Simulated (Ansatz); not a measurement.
Frontier orbitals of `B[SiH2][SiH3]`.

Charge 0, multiplicity 1. The structure was optimised at the PBE0-D4/def2-TZVP level. Basis def2-TZVPP, Ansatz 0.2.0.

| functional | HOMO (eV) | LUMO (eV) | gap (eV) |
| --- | --- | --- | --- |
| PBE | -6.89 | -3.44 | 3.45 |
| PBE0 | -7.96 | -2.49 | 5.47 |
| HSE06 (plane-wave form) | -7.57 | -2.87 | 4.70 |
| ωB97M-V | -9.97 | -0.59 | 9.38 |

Against PBE, PBE0 changes HOMO and LUMO by −1.07 and +0.94 eV, ωB97M-V by −3.08 and +2.84 eV. A gap of 3.45 eV thus becomes 9.38 eV for the same molecule, so an orbital gap means little without its functional.
